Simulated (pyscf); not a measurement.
acetonitrile (H₃C–C≡N) + H atom (H•) → acetonitrile (H₃C–C≡N) + H atom (H•) (substitution at C; doublet surface; C–H broken, C–H formed). Structures and frequencies: ωB97X-D3(BJ)/def2-SVP in PySCF. MP2 and CC: frozen core, UHF for open shells. ΔMP2 is the change of the MP2 total energy from the triple- to the quadruple-zeta basis. Energies in kcal/mol from the separated reactants.

```
level                             barrier  reaction energy
--------------------------------  -------  ---------------
ωB97X-D3(BJ)/def2-TZVP                [?]              0.0
r²SCAN/def2-TZVP                     35.4              0.0
B3LYP-D3(BJ)/def2-TZVP               38.7              0.0
PBE0-D3(BJ)/def2-TZVP                39.0              0.0
M06-2X/def2-TZVP                     43.6              0.0
MP2/def2-QZVPP                       49.0              0.0
CCSD(T)/def2-TZVPP + ΔMP2(QZVPP)      [?]              0.0
```

**Question.** Complete the blanks.

**Answer.** 
- ωB97X-D3(BJ)/def2-TZVP, barrier: 44.6
- CCSD(T)/def2-TZVPP + ΔMP2(QZVPP), barrier: 43.3

The same reactants have a lower exit, to H₃C–C•=NH (barrier +8.7 kcal/mol at ωB97M-D3(BJ), against +43.3 kcal/mol here). This is the saddle that the search found; another between the same sides may lie lower. The angle at the attacked C is 173°. The CCSD(T) − MP2 part came from Ansatz, without density fitting, on the same reference.
